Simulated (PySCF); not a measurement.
# PS₃⁻, singlet: structure and spectrum

Computed with PBE0 in PySCF with P def2-SVPD, S def2-SVPD; no relativity; density-fitted integrals.

The structure is a minimum.

```
Point group                                                                   : D3h
Bond lengths                                                                  : P–S 1.965 Å (×3)
Bond angles                                                                   : S–P–S 120.0° (×3)
Principal quadrupole moments (Buckingham, traceless) about the centre of mass : -5.83, -5.83, 11.67 D Å
Rotational constants                                                          : 0.09107, 0.09107, 0.04554 cm⁻¹
Rotational symmetry number                                                    : 6
Entropy at 298.15 K and 1 bar                                                 : 298.6 J/(mol K)
Enthalpy at 298.15 K above 0 K                                                : 15.01 kJ/mol
Zero-point energy                                                             : 15.8 kJ/mol
Principal polarisabilities                                                    : 70.3, 126.9, 126.9 bohr³
Dipole moment about the centre of mass                                        : 0.00 D
Lowest empty level                                                            : 1.94 eV
Highest occupied level                                                        : -2.05 eV
Heat capacity Cp at 298.15 K                                                  : 67.6 J/(mol K)
```

Harmonic modes (masses in u: P 30.974, S 31.972):
| symmetry | ω (cm⁻¹) | IR (km/mol, summed over degenerate members) | μ (u) |
| --- | --- | --- | --- |
| e' | 229 | 2.0 | 31.84 |
| a2'' | 272 | 0.3 | 31.21 |
| a1' | 485 | 0.0 | 31.97 |
| e' | 714 | 458 | 31.33 |

In D3h the vibrations span 2e' + a2'' + a1'. The a1' mode carries no infrared intensity, as symmetry demands.

Charges (e); Mulliken and Löwdin values are unreliable with diffuse functions:
```csv
atom,Mulliken,Löwdin,polar tensor,Mayer order to P1
P1,0.56,-0.43,1.26,–
"S2,3,4",-0.52,-0.19,-0.75,1.62
```

Mulliken populations on P1: s 5.12, p 8.85, d 0.48.

Outer orbital energies (eV). occupied: -6.46, -6.46, -5.70, -3.30, -3.30, -2.95, -2.95, -2.05; empty: 1.94, 3.08, 4.34, 4.34.

Counting electrons, phosphorus keeps none of its valence electrons outside its bonds, so the VSEPR class is AX3 and the expected shape is trigonal planar (D3h), as computed.

This need not be the most stable arrangement of these atoms. The lowest empty level of this anion is unbound, so it and the gap depend on the basis.

The final relaxation and frequency run took roughly 40 core-seconds on a shared host.
